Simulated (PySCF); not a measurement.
Molecule: SMILES CC, C2H6.

Geometry:
| atom | x (Å) | y (Å) | z (Å) |
| --- | --- | --- | --- |
| C1 | -0.752 | 0.105 | -0.014 |
| C2 | 0.752 | -0.105 | 0.014 |
| H3 | -1.240 | -0.561 | -0.744 |
| H4 | -1.012 | 1.139 | -0.290 |
| H5 | -1.208 | -0.097 | 0.968 |
| H6 | 1.012 | -1.139 | 0.290 |
| H7 | 1.240 | 0.561 | 0.744 |
| H8 | 1.208 | 0.097 | -0.968 |

Geometry PBE0-D3(BJ)/def2-SVP throughout; GIAO in PySCF, gas phase, one conformer, non-relativistic; equivalent atoms averaged; functional PBE0.

**Question.** How do the absolute shieldings σ depend on the basis set? (ppm; last column core-seconds on shared hosts with different chips, so compare them loosely)

**Answer.** 
```
    basis set  functions  C1/C2  H3/H4/H5/H6/H7/H8  core-s
       STO-3G         16  217.4              31.92     1.2
        6-31G         30  190.3              31.55     2.1
     pcSseg-0         30  184.1              31.85     1.1
       6-31G*         40  185.0              31.01     2.5
     def2-SVP         58  185.5              30.55       3
      cc-pVDZ         58  186.8              30.42     1.9
     pcSseg-1         64  175.2              30.35     1.8
6-311+G(2d,p)         90  178.2              30.63     4.7
    def2-TZVP         98  177.6              30.59     5.2
  aug-cc-pVDZ        100  186.0              30.43       3
     IGLO-III        130  174.9              30.48     4.1
      cc-pVTZ        144  178.4              30.40     4.7
     pcSseg-2        156  174.9              30.34     4.8
```

**Question.** Which nucleus moves most, in ppm?

**Answer.** C1/C2 (methyl carbon): from 174.9 ppm with pcSseg-2 to 217.4 ppm with STO-3G. The smallest spread is 1.59 ppm, at H3/H4/H5/H6/H7/H8. Proton shifts span only some 12 ppm, so a few tenths of a ppm matter as much there as several ppm in carbon.

**Question.** Taking the largest basis, pcSseg-2 (156 functions), as the yardstick, rank the others by their worst heavy-atom deviation.

**Answer.** IGLO-III 0.0 ppm (130 functions), pcSseg-1 0.4 ppm (64 functions), def2-TZVP 2.8 ppm (98 functions), 6-311+G(2d,p) 3.3 ppm (90 functions), cc-pVTZ 3.6 ppm (144 functions), pcSseg-0 9.3 ppm (30 functions), 6-31G* 10.2 ppm (40 functions), def2-SVP 10.6 ppm (58 functions), aug-cc-pVDZ 11.1 ppm (100 functions), cc-pVDZ 11.9 ppm (58 functions), 6-31G 15.5 ppm (30 functions), STO-3G 42.5 ppm (16 functions).

A small basis that lands close on one nucleus may do so by chance; judge by the trend and by all nuclei.
